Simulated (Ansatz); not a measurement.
Process, species as SMILES: F[O] (O-F) → F atom + O atom
B3LYP-D3(BJ)/def2-TZVP geometries, fixed; electronic energies without zero-point terms.

Effect of the final integration grid (spheres per factor e of radius in core and valence, angular degree) at PBE/aug-cc-pVTZ with Ansatz (an electronic-structure program), against the last row, where the atomisation energy is 71.87 kcal/mol. Open shells are unrestricted. The default's grid is 13, 11, 36.

```json
[
 {"setting": "accuracy: medium (default)", "largest shift of a total energy (mEh)": "0.000", "shift of the atomisation energy (kcal/mol)": "0.000"},
 {"setting": "final_grid: 4, 3, 11", "largest shift of a total energy (mEh)": "-0.984", "shift of the atomisation energy (kcal/mol)": "0.415"},
 {"setting": "final_grid: 6, 5, 17", "largest shift of a total energy (mEh)": "0.117", "shift of the atomisation energy (kcal/mol)": "-0.068"},
 {"setting": "final_grid: 8, 7, 23", "largest shift of a total energy (mEh)": "-0.008", "shift of the atomisation energy (kcal/mol)": "0.004"},
 {"setting": "final_grid: 10, 9, 29", "largest shift of a total energy (mEh)": "0.003", "shift of the atomisation energy (kcal/mol)": "-0.002"},
 {"setting": "final_grid: 18, 15, 47", "largest shift of a total energy (mEh)": "0.000", "shift of the atomisation energy (kcal/mol)": "0.000"},
 {"setting": "final_grid: 26, 22, 59", "largest shift of a total energy (mEh)": "0.000", "shift of the atomisation energy (kcal/mol)": "0.000"}
]
```

Within 0.1 kcal/mol in the atomisation energy: accuracy: medium (default); final_grid: 6, 5, 17; final_grid: 8, 7, 23; final_grid: 10, 9, 29; final_grid: 18, 15, 47. The largest shift is 0.984 mEh in a total energy and 0.415 kcal/mol in the difference.
